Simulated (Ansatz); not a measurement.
`CO[SiH3]` + Cl• → `CO[SiH2]`• + HCl at 700 K and 1 bar (hydrogen abstraction from the Si–H bond).

Isolated molecules relaxed with PBE0-D4/def2-TZVP in Ansatz; ΔE leaves out vibrations. CCSD(T)/CBS adds triple-zeta CCSD(T) − MP2 to the extrapolated MP2 energy (def2 sets, frozen cores). This one scheme is used for every species, atoms too. No spin–orbit coupling; open shells (•) take unrestricted orbitals. Spin–orbit coupling would lower the free atoms: a little for Cl.

```csv
species,CCSD(T)/CBS energy (Eh),H − E (kJ/mol),S (J/(mol·K))
`CO[SiH3]`,-405.93001,235.1,385.6
Cl•,-459.70966,14.6,186.0
`CO[SiH2]`•,-405.27352,205.8,381.2
HCl,-460.38127,38.4,211.8
```

H − E and S are ideal-gas, rigid-rotor, harmonic terms from PBE0-D4/def2-TZVP, for one conformer and one mirror image of each species, with the whole ground term of open shells counted as degenerate. 1 Eh = 2625.50 kJ/mol, R = 8.31446 J/(mol·K).

By hand: ΔE, ΔH, ΔS and ΔG.

ΔE = (-405.27352) + (-460.38127) − (-405.93001) − (-459.70966) = -0.01512 Eh = -39.7 kJ/mol. Δ(H − E) = 205.8 + 38.4 − 235.1 − 14.6 = -5.5, so ΔH = -45.2 kJ/mol. ΔS = 381.2 + 211.8 − 385.6 − 186.0 = 21.4 J/(mol·K). ΔG = -45.2 − 700 × (21.4)/1000 = -60.2 kJ/mol.

By hand: the equilibrium constant, and the temperature at which ΔG would vanish if ΔH and ΔS stayed fixed.

log₁₀ K = −ΔG/(RT ln 10) = 4.5. ΔH and −TΔS have one sign here, so there is no such temperature.

ΔH outweighs TΔS. A doubt of 5 kJ/mol in ΔE shifts log₁₀ K by 0.4 here. Other conformers and mirror images would add mixing entropy, several J/(mol·K) or more a flexible species. These are equilibria of isolated gas molecules and say nothing of rates. Largest T1 diagnostic: 0.015 (customary marks: 0.02 for closed shells, 0.045 for open ones).
